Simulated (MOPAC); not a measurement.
MOPAC input (AM1):

```
AM1 1SCF UHF MS=0.5 GEO-OK AUX(PRECISION=9) THREADS=1
C2H3O2

C    -0.96142764 1   -0.07408188 1    0.00453613 1
O    -0.85735742 1   -1.25548595 1   -0.00924374 1
O    -0.05212715 1    0.87060609 1    0.01001768 1
C     1.34142425 1    0.42227939 1   -0.00276589 1
H     1.93434146 1    1.33069918 1    0.00407556 1
H     1.53575754 1   -0.18039527 1    0.88215728 1
H     1.52579788 1   -0.16045005 1   -0.90304583 1
```

From the last part of the output:

```
                                                       MOPAC v23.2.5 Linux

          FINAL HEAT OF FORMATION =        -47.13535 KCAL/MOL =    -197.21432 KJ/MOL

          COSMO AREA              =         91.20 SQUARE ANGSTROMS
          COSMO VOLUME            =         74.11 CUBIC ANGSTROMS

          IONIZATION POTENTIAL    =         10.497026 EV
          ALPHA SOMO LUMO (EV)    =        -10.497  1.041
          BETA  SOMO LUMO (EV)    =        -12.327 -0.824
          NO. OF ALPHA ELECTRONS  =         12
          NO. OF BETA  ELECTRONS  =         11
          MOLECULAR WEIGHT        =         59.0445         POINT GROUP:  Cs

          MOLECULAR DIMENSIONS (Angstroms)

            Atom       Atom       Distance
            H     5    O     2     3.80554
            O     3    H     6     2.04470
            H     7    H     6     1.60621

          SCF CALCULATIONS        =          1

   ATOM   CHEMICAL          X               Y               Z
  NUMBER   SYMBOL      (ANGSTROMS)     (ANGSTROMS)     (ANGSTROMS)

     1       C         -0.96142764  *  -0.07408188  *   0.00453613  *
     2       O         -0.85735742  *  -1.25548595  *  -0.00924374  *
     3       O         -0.05212715  *   0.87060609  *   0.01001768  *
     4       C          1.34142425  *   0.42227939  *  -0.00276589  *
     5       H          1.93434146  *   1.33069918  *   0.00407556  *
     6       H          1.53575754  *  -0.18039527  *   0.88215728  *
     7       H          1.52579788  *  -0.16045005  *  -0.90304583  *

                             CARTESIAN COORDINATES

   1    C       -0.961427640    -0.074081880     0.004536130
   2    O       -0.857357420    -1.255485950    -0.009243740
   3    O       -0.052127150     0.870606090     0.010017680
   4    C        1.341424250     0.422279390    -0.002765890
   5    H        1.934341460     1.330699180     0.004075560
   6    H        1.535757540    -0.180395270     0.882157280
   7    H        1.525797880    -0.160450050    -0.903045830

           Empirical Formula: C2 H3 O2  =     7 atoms

      MOLECULAR POINT GROUP   :   Cs

          ALPHA EIGENVALUES
 -41.64350 -38.73644 -29.41894 -23.26560 -18.94182 -17.81233 -17.79969 -14.90121
 -14.77134 -13.60644 -12.37873 -10.49703   1.04147   2.14411   3.49527   3.68572
   3.98646   4.36884   6.26550

           BETA EIGENVALUES
 -41.11037 -38.23588 -29.07103 -22.54747 -18.30503 -17.59933 -16.90098 -14.78459
 -14.15552 -13.22574 -12.32686  -0.82425   1.63061   3.11207   3.60514   3.72634
   4.04685   4.60392   7.29190

              NET ATOMIC CHARGES AND DIPOLE CONTRIBUTIONS

  ATOM NO.   TYPE          CHARGE      No. of ELECS.   s-Pop       p-Pop
    1          C           0.237001        3.7630     1.41928     2.34372
    2          O          -0.236002        6.2360     1.90018     4.33582
    3          O          -0.207341        6.2073     1.86839     4.33895
    4          C          -0.082404        4.0824     1.24087     2.84153
    5          H           0.114277        0.8857     0.88572
    6          H           0.087235        0.9128     0.91277
    7          H           0.087235        0.9128     0.91277
 DIPOLE           X         Y         Z       TOTAL
 POINT-CHG.     1.743     0.892     0.000     1.958
 HYBRID         0.455    -0.275    -0.006     0.531
 SUM            2.198     0.617    -0.005     2.283

          ATOMIC ORBITAL ELECTRON POPULATIONS

     Atom    s        px        py        pz
    1  C   1.41928   0.86831   0.83164   0.64377
    2  O   1.90018   1.63772   1.17067   1.52743
    3  O   1.86839   1.14156   1.38054   1.81684
    4  C   1.24087   0.79418   1.02217   1.02518
    5  H   0.88572
    6  H   0.91277
    7  H   0.91277

                    (SZ)    =    0.500000
                    (S**2)  =    0.755648

          ATOMIC ORBITAL SPIN POPULATIONS

    Atom   Total    s     px     py     pz
         Atomic
    1  C  0.5648  0.206  0.226  0.102  0.031
    2  O  0.2479  0.002  0.237  0.036 -0.028
    3  O  0.0934  0.018  0.011  0.068 -0.003
    4  C  0.1007  0.008  0.083  0.003  0.006
    5  H  0.0052  0.005
    6  H -0.0060 -0.006
    7  H -0.0060 -0.006

 **********************
 *                    *
 * JOB ENDED NORMALLY *
 *                    *
 **********************

 == MOPAC DONE ==
```
